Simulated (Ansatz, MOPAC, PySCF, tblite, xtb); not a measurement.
Energy landscape of H4ClGe (anion, charge -1), singlet: backside substitution at Ge, threefold axis kept. Scanned: Ge-Cl distance and Ge-H distance. Other coordinates (H-Ge-H angle, Ge-H length) were minimised at PBE0/def2-SVPD.

- GFN2-xTB, 300 K electronic temperature (tblite)
- RHF/aug-cc-pVDZ, density fitting (PySCF)
- wB97X-V/aug-cc-pVDZ, density fitting (PySCF)
- CAM-B3LYP/aug-cc-pVDZ, density fitting (PySCF)
- RKS-PBE/aug-cc-pVDZ = restricted PBE/aug-cc-pVDZ run with Ansatz (a quantum-chemistry and plane-wave program)
- PM7, restricted, heats of formation (MOPAC)
- AM1, restricted, heats of formation (MOPAC)
- GFN1-xTB (xtb)

Energies in kJ/mol at chosen points (x: Ge-Cl distance (Å); y: Ge-H distance (Å)), relative to x = 3.05, y = 1.53:

| method | (3.33, 2.16) | (4.10, 1.62) | (2.44, 1.85) | (4.75, 1.62) | (3.67, 3.37) | (4.75, 1.99) | (3.05, 1.73) |
|---|---|---|---|---|---|---|---|
| GFN2-xTB | 93.9 | 36.8 | 2.6 | 45.1 | 315.0 | 105.0 | 11.9 |
| RHF | 107.6 | -2.0 | 62.5 | 3.7 | 363.8 | 87.9 | 8.6 |
| wB97X-V | 110.7 | 10.5 | 47.6 | 18.7 | 369.9 | 100.7 | 9.0 |
| CAM-B3LYP | 106.8 | 6.9 | 50.5 | 13.5 | 351.1 | 94.1 | 9.0 |
| RKS-PBE/aug-cc-pVDZ | 90.2 | 8.3 | 36.6 | 15.7 | 296.4 | 86.0 | 3.8 |
| PM7 | 169.5 | 32.1 | 54.8 | 37.8 | 514.2 | 137.6 | 25.7 |
| AM1 | 150.0 | 21.9 | 0.0 | 24.7 | 448.5 | 113.5 | 16.3 |
| GFN1-xTB | 137.7 | 54.3 | 74.1 | 79.4 | 359.4 | 161.5 | 26.4 |
